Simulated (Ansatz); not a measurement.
Ansatz (a quantum-chemistry and plane-wave program) input (MP2/cc-pwCVQZ): A basis named .json is the Basis Set Exchange file of that set (core-valence sets with the plain set on hydrogen).

Ansatz 0.2 input:
```yaml
crystal:
  periodic: [false, false, false]
  atoms:
    - {symbol: C, position_ang: [0.15843431, -0.00360145, 0.66878908]}
    - {symbol: Cl, position_ang: [-0.06875929, 1.47284799, -0.15074332]}
    - {symbol: Cl, position_ang: [-0.03583858, -1.47140540, -0.17439705]}
    - {symbol: H, position_ang: [0.82755792, -0.00291530, 1.51465181]}
basis:
  gaussian:
    orbitals: cc-pwCVQZ.json
magnetization: {spin_polarized: true, initial_magnetization: 1}
correlation: {method: mp2, electrons: outside_noble_gas}
```

Output:

```
Functional definition: HF
integrals: 1.42 GiB planned
2088 factors; integrals over basis functions are off by at most 9.1e-4 eV
mean field: 2.04 GiB planned
mean field evaluation 1: about -26052.7157 eV, gradient 1.1e1 eV
mean field evaluation 2: about -26052.7199 eV, gradient 1.1e1 eV
mean field evaluation 4: about -26053.7886 eV, gradient 2.7e0 eV
mean field evaluation 8: about -26053.8826 eV, gradient 2.2e-1 eV
mean field -26053.88388605 eV, -957.4625728555 hartree, gradient 7.7e-6 eV, S^2 0.770161; 0 other end points of the search recorded, 0 dependent functions left out
11 core orbitals not correlated
reference -26053.88388605 eV, -957.4625728555 hartree; 10, 9 occupied and 311, 312 virtual orbitals, 2088 factors
second order -15.58303670 eV of doubles, -0.00000000 eV of singles
Total energy: -26069.46692275 eV, -958.0352388918 hartree
```
